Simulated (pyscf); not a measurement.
Addition across a multiple bond or ene-type step: `[CH2]=[NH2+]` + `[H][H]` -> `[CH3][NH3+]`

Gas phase, singlet surface, charge 1. Bonds broken: H2–H6. Bonds formed: C1–H2, N5–H6. PySCF, gas phase, ωB97X-D3(BJ)/def2-SVP geometries.

Transition state (Å):

```xyz
8

C     -1.1069    -0.2907    -0.0814
H     -1.2536     0.3625     1.0109
H     -0.7859    -1.2364     0.3792
H     -2.1645    -0.2728    -0.3825
N     -0.1801     0.3120    -0.9979
H     -0.6486     0.7773     0.4373
H      0.7009    -0.1776    -1.1357
H     -0.5783     0.7123    -1.8441
```

One imaginary mode, 1349i cm⁻¹; descent along it reached the two sides named, in the forms told below.

```json
[
 {"bond": "H2–H6", "change": "breaks", "reactant side (Å)": "0.761", "saddle": "0.931", "product side": "2.260"},
 {"bond": "C1–H2", "change": "forms", "reactant side (Å)": "2.8", "saddle": "1.281", "product side": "1.096"},
 {"bond": "N5–H6", "change": "forms", "reactant side (Å)": "3.3", "saddle": "1.580", "product side": "1.029"}
]
```

Electronic energies relative to the separated reactants (kcal/mol):

| level | barrier | reaction energy | reverse barrier |
|---|---|---|---|
| ωB97X-D3(BJ)/def2-TZVP | 43.5 | -42.6 | 86.1 |
| PBE/def2-TZVP | 39.2 | -41.6 | 80.8 |
| r²SCAN/def2-TZVP | 41.4 | -42.6 | 84.0 |
| B3LYP-D3(BJ)/def2-TZVP | 45.5 | -40.0 | 85.5 |
| PBE0-D3(BJ)/def2-TZVP | 38.8 | -45.2 | 84.0 |
| M06-2X/def2-TZVP | 43.7 | -41.8 | 85.5 |
| ωB97M-D3(BJ)/def2-TZVP | 43.8 | -41.7 | 85.5 |
| HF/def2-TZVP | 56.1 | -38.1 | 94.2 |

With ωB97M-D3(BJ)/def2-TZVP energies and thermal terms (ideal gas, 1 atm, RRHO with modes under 100 cm⁻¹ raised to 100, one conformer, R ln 2 for chiral ones without a mode under 150 cm⁻¹), in kcal/mol:

```csv
T (K),ΔH‡,ΔG‡,ΔH,ΔG
298,45.8,53.8,-34.0,-25.3
600,44.9,62.3,-35.1,-16.0
900,44.6,71.1,-35.6,-6.4
1200,44.6,80.0,-35.5,+3.3
```

On the product side the descent ends in a point that may be a rotor saddle (no frequency run), 2.3 kcal/mol over the lowest minimum found and 83.8 kcal/mol under the saddle at ωB97X-D3(BJ)/def2-TZVP. At the saddle there is also a short C–H contact that neither side keeps. This saddle turned up in a search for another step; its sides and bond changes are read from the two ends of the descent. One saddle was located; it need not be the lowest between these sides.
